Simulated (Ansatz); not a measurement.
## H$_{2}$O⁺, doublet along the angle H2-O1-H3

Starting geometry (PBE0/def2-TZVP stationary point for this spin, not checked as a minimum):

```xyz
3

O     0.0000   -0.0646    0.0000
H     0.0000    0.5128   -0.8211
H     0.0000    0.5128    0.8211
```

From there the angle named below is changed in its plane at fixed bond lengths, both arms turning rigidly about the middle atom; atoms are numbered as listed. Energies are in kJ/mol, counted from the starting geometry at the same level. Kohn–Sham curves are unrestricted where that lies lower.

Basis cc-pVDZ; Ansatz 0.2.0. Correlated methods freeze the noble-gas cores. R marks a restricted (for open shells ROHF) determinant, U an unrestricted one. Active spaces: valence = (7e, 6o) chosen from the atoms' valence shells.

Runs in a small pair space aren't shown, since their orbitals change along the scan.

Full CI is exact within this basis and frozen core; it isn't the basis-set limit. The frozen core follows each run's orbitals, which can shift R against U totals by a few meV.

```json
{"angle H2-O1-H3 (°)": "70.7", "full CI": "97.0", "curve A": "98.4", "curve B": "95.5", "curve C": "111.3", "curve D": "99.3"}
{"angle H2-O1-H3 (°)": "87.0", "full CI": "26.8", "curve A": "27.5", "curve B": "25.3", "curve C": "34.9", "curve D": "28.7"}
{"angle H2-O1-H3 (°)": "103.1", "full CI": "0.7", "curve A": "0.9", "curve B": "0.1", "curve C": "2.7", "curve D": "1.4"}
{"angle H2-O1-H3 (°)": "109.8", "full CI": "0.0", "curve A": "0.0", "curve B": "0.0", "curve C": "0.0", "curve D": "0.0"}
{"angle H2-O1-H3 (°)": "118.9", "full CI": "6.5", "curve A": "6.4", "curve B": "7.7", "curve C": "4.2", "curve D": "5.5"}
{"angle H2-O1-H3 (°)": "137.1", "full CI": "37.6", "curve A": "37.3", "curve B": "42.1", "curve C": "31.6", "curve D": "33.5"}
{"angle H2-O1-H3 (°)": "157.6", "full CI": "80.6", "curve A": "80.2", "curve B": "91.7", "curve C": "71.5", "curve D": "72.1"}
{"angle H2-O1-H3 (°)": "180.0", "full CI": "103.0", "curve A": "102.5", "curve B": "126.1", "curve C": "92.3", "curve D": "91.9"}
```

(1) The curves come from B2PLYP, CASSCF (valence space), RCCSD, UHF. Compare each with full CI and say which is which.

In so small a basis the reference is far from its limit. A double hybrid takes much of its correlation from a semilocal functional, which needs less basis, so its difference from the reference holds the reference's basis and frozen-core error beside its own.

Results:

(1) A: RCCSD, B: CASSCF (valence space), C: UHF, D: B2PLYP. Spread of the error against full CI, over the points where both stand: A 1.9, B 24.6, C 25.0, D 13.4 kJ/mol.
